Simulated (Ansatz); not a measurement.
## Worked example: HGeBr⁺, doublet against HGeBr, singlet

Geometry (PBE0/def2-TZVP stationary point of a singlet), kept for both states (HGeBr, singlet: A'; HGeBr⁺, doublet: A'):

```xyz
3

Ge    0.0000   -0.0382    1.2160
Br    0.0000    0.0151   -1.1224
H     0.0000    1.5551    1.3441
```

Basis cc-pVDZ; Ansatz 0.2.0. Correlated methods freeze the noble-gas cores and the filled d shells of p-block atoms. R marks a restricted (for open shells ROHF) determinant, U an unrestricted one. No spin–orbit coupling is included, and no scalar relativity.

Full CI isn't at hand for all of this; UCCSDTQ serves as the reference, and is uncertain by about the last step of the cluster series.

| level | E(HGeBr, singlet) (hartree) | E(HGeBr⁺, doublet) (hartree) |
| --- | --- | --- |
| UHF | -4648.320402 | -4647.998170 |
| UMP2 | -4648.509800 | -4648.172326 |
| UCCSD(T) | -4648.543342 | -4648.207099 |
| PBE | -4651.011495 | -4650.676419 |
| PBE0 | -4651.152287 | -4650.809448 |
| UCCSDTQ | -4648.544568 | -4648.209177 |

Give the vertical gap, HGeBr⁺ doublet less HGeBr singlet, at each level in eV (1 hartree = 27.2114 eV), and each error against UCCSDTQ.

UCCSDTQ: (-4648.209177 − (-4648.544568)) × 27.2114 = 9.126 eV (the reference)
PBE0: (-4650.809448 − (-4651.152287)) × 27.2114 = 9.329 eV, error 0.203 eV
PBE: (-4650.676419 − (-4651.011495)) × 27.2114 = 9.118 eV, error -0.008 eV
UCCSD(T): (-4648.207099 − (-4648.543342)) × 27.2114 = 9.150 eV, error 0.024 eV
UMP2: (-4648.172326 − (-4648.509800)) × 27.2114 = 9.183 eV, error 0.057 eV
UHF: (-4647.998170 − (-4648.320402)) × 27.2114 = 8.768 eV, error -0.358 eV

Total energies of functionals can't be set beside those of wave-function methods, since they hold the core's correlation and their own absolute errors; only the differences compare.

In so small a basis the reference is far from its limit while semilocal and hybrid functionals are nearer theirs, so the functionals' errors here hold much of the reference's basis and frozen-core error, which can add to them or hide them.

Each level lands on the state that its own search finds. T1 diagnostics of restricted CCSD: 0.016 and 0.058.
